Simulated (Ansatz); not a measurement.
Steps of a relaxation of CH₄N₂S (`N=C(N)S`) with RKS PBE-D4/def2-SVP.

```sh
$ ansatz run in.yaml --threads 4 --pin off --events-out ev --progress --plain --max-ram 10444MiB
```

```yaml
crystal:
  periodic: [false, false, false]
  atoms:
    - {symbol: N, position_ang: [-0.826600, 1.230800, -0.354700]}
    - {symbol: C, position_ang: [-0.241700, 0.198400, -0.077100]}
    - {symbol: N, position_ang: [0.869500, 0.205100, 0.629700]}
    - {symbol: S, position_ang: [-0.760600, -1.309900, -0.644500]}
    - {symbol: H, position_ang: [-1.696200, 0.992200, -0.932500]}
    - {symbol: H, position_ang: [1.283000, 1.157400, 0.714200]}
    - {symbol: H, position_ang: [1.618400, -0.474300, 0.355800]}
    - {symbol: H, position_ang: [-0.153700, -2.056800, 0.253200]}
basis:
  gaussian: {orbitals: def2-SVP}
hamiltonian: {xc: pbe, dispersion: d4}
relax: {f_tol: 0.03, max_steps: 200}
```

Positions (Å) and forces (eV/Å) along the path, 8 of 8 steps:

```xyz
8
step=1 energy=-14900.9713 eV
N    -0.827    1.231   -0.355   -4.284    4.589   -2.493
C    -0.242    0.198   -0.077    0.866   -2.121    0.019
N     0.870    0.205    0.630    4.636   -0.058    2.014
S    -0.761   -1.310   -0.644   -1.491   -2.227   -1.812
H    -1.696    0.992   -0.932    0.948    0.681    0.985
H     1.283    1.157    0.714   -0.408   -0.515    0.117
H     1.618   -0.474    0.356   -0.821    0.519    0.294
H    -0.154   -2.057    0.253    0.554   -0.867    0.875
8
step=2 energy=-14901.5148 eV
N    -0.839    1.274   -0.438   -1.048    0.435   -0.545
C    -0.209    0.198   -0.158   -0.198    0.608    0.339
N     0.911    0.210    0.626    1.384    0.163    0.367
S    -0.767   -1.373   -0.666   -0.636   -1.089   -0.868
H    -1.775    1.051   -0.866    0.807    0.245    0.289
H     1.288    1.160    0.772   -0.251   -0.191    0.025
H     1.662   -0.453    0.392   -0.288    0.081    0.001
H    -0.178   -2.124    0.281    0.230   -0.252    0.392
8
step=3 energy=-14901.5860 eV
N    -0.853    1.288   -0.427   -0.088   -0.486    0.057
C    -0.239    0.196   -0.112    0.226    0.857   -0.305
N     0.935    0.219    0.628    0.006    0.001    0.103
S    -0.762   -1.416   -0.685   -0.125   -0.364   -0.083
H    -1.754    1.084   -0.899    0.234    0.060    0.212
H     1.287    1.170    0.786   -0.132   -0.043   -0.012
H     1.675   -0.432    0.352   -0.135   -0.050   -0.025
H    -0.196   -2.167    0.302    0.013    0.024    0.054
8
step=4 energy=-14901.6005 eV
N    -0.857    1.277   -0.416   -0.057    0.171    0.091
C    -0.205    0.215   -0.128   -0.327   -0.244   -0.366
N     0.939    0.217    0.637    0.134    0.040   -0.011
S    -0.705   -1.429   -0.740    0.029    0.009    0.045
H    -1.757    1.052   -0.863    0.075    0.043    0.003
H     1.276    1.172    0.781    0.093    0.069    0.135
H     1.668   -0.432    0.332    0.021   -0.008    0.032
H    -0.267   -2.130    0.341    0.032   -0.079    0.071
8
step=5 energy=-14901.6078 eV
N    -0.860    1.287   -0.416    0.198   -0.172   -0.014
C    -0.210    0.211   -0.154   -0.186    0.118    0.090
N     0.938    0.211    0.621   -0.039    0.080   -0.091
S    -0.737   -1.440   -0.712    0.087   -0.040    0.024
H    -1.754    1.079   -0.881   -0.030    0.010    0.029
H     1.268    1.164    0.817   -0.007   -0.051    0.009
H     1.678   -0.427    0.323    0.001   -0.023    0.007
H    -0.230   -2.143    0.345   -0.023    0.078   -0.054
8
step=6 energy=-14901.6098 eV
N    -0.859    1.286   -0.420    0.065   -0.061    0.001
C    -0.218    0.208   -0.154   -0.092    0.055    0.003
N     0.931    0.204    0.619   -0.002    0.091   -0.048
S    -0.731   -1.445   -0.715    0.064   -0.027    0.056
H    -1.760    1.091   -0.878    0.032   -0.010    0.029
H     1.266    1.154    0.816   -0.011   -0.029    0.015
H     1.670   -0.437    0.325   -0.015   -0.021   -0.005
H    -0.209   -2.118    0.352   -0.043    0.001   -0.051
8
step=7 energy=-14901.6109 eV
N    -0.859    1.285   -0.418   -0.002    0.010   -0.011
C    -0.217    0.210   -0.152    0.032    0.001    0.039
N     0.934    0.211    0.617   -0.042   -0.003   -0.045
S    -0.714   -1.445   -0.723   -0.005   -0.017   -0.004
H    -1.760    1.086   -0.872   -0.012   -0.004    0.000
H     1.270    1.158    0.814    0.011    0.031    0.024
H     1.668   -0.436    0.323    0.024   -0.025    0.003
H    -0.229   -2.124    0.356   -0.006    0.005   -0.006
8
step=8 energy=-14901.6110 eV
N    -0.862    1.284   -0.415    0.013   -0.004   -0.016
C    -0.215    0.210   -0.154   -0.020    0.020    0.014
N     0.937    0.214    0.612    0.012   -0.004   -0.016
S    -0.710   -1.445   -0.729   -0.004   -0.007   -0.008
H    -1.763    1.083   -0.868    0.001   -0.009    0.005
H     1.272    1.162    0.809    0.005    0.009    0.024
H     1.670   -0.440    0.334   -0.010   -0.002   -0.008
H    -0.237   -2.124    0.354    0.003   -0.004    0.006
```

Run time 3.1 s (4 threads of an Intel Xeon 6975P-C on a shared host); peak host memory 0.14 GiB.
